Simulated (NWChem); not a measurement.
SiH2 cation, doublet; SMILES of the neutral closed-shell parent [SiH2]

```xyz
3

Si     0.0000     0.0000     0.0936
H      1.2890     0.0000    -0.6549
H     -1.2890     0.0000    -0.6549
```
Atoms are numbered in this order, from 1.

All runs: NWChem. Spin-unrestricted. In the optimisation the excess spin sits in a1 (C2v, its own frame). All runs use the structure optimised with PBE0-D3(BJ)/def2-TZVP, spin-unrestricted. The spin multiplicity was typed, not searched, and may not be the lowest. No stability test was run on the SCF state. Vertical excitations in the gas phase. Excited states of an open shell can be spin-contaminated.

Problem. Predict the results for PBE/def2-SVP, TDA. Quantities: lowest excitation (eV); oscillator strength of that lowest state; lowest empty minus highest occupied level, either spin (eV).

Solution. 
```json
{
 "lowest excitation (eV)": "1.98",
 "oscillator_strength_of_that_lowest_state": "0.006",
 "lowest empty minus highest occupied level, either spin (eV)": "1.92"
}
```
